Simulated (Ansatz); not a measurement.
Rock-salt SnTe (cubic form, which distorts at low temperature) was calculated with r²SCAN in Ansatz (plane waves, PAW).

Numerical settings: plane-wave cutoff 500 eV, 12×12×12 k mesh, Fermi–Dirac smearing 0.05 eV, scalar-relativistic PAW data made under PBE.

Cell (relaxed at this level):

```cif
data_SnTe
_chemical_formula_sum 'Sn1 Te1'
_space_group_name_H-M_alt 'P 1'
_space_group_IT_number 1
_cell_length_a 4.50385
_cell_length_b 4.50385
_cell_length_c 4.50385
_cell_angle_alpha 60.000
_cell_angle_beta 60.000
_cell_angle_gamma 60.000
loop_
_space_group_symop_operation_xyz
  'x, y, z'
loop_
_atom_site_label
_atom_site_type_symbol
_atom_site_fract_x
_atom_site_fract_y
_atom_site_fract_z
_atom_site_occupancy
Sn1 Sn 0.00000 0.00000 0.00000 1
Te1 Te 0.50000 0.50000 0.50000 1
```

### Question
Estimate the band gap that the calculation returns.

### Answer

- band gap: 0.13 eV (under three smearing widths, so not firm)

Measured, for comparison: band gap 0.3 eV (4 K, zero-point motion not removed, bulk gap, ARPES or transport; rounded; as tabulated in Ando (2013), arXiv:1304.5693).

Note: symmetry holds this phase in the static calculation, where it need not be a minimum.

Spin–orbit coupling is not included; with these elements it can move the gap by several tenths of an eV or more.

The result took around 23 core-seconds (rough).

Ansatz is a program for electronic structure.
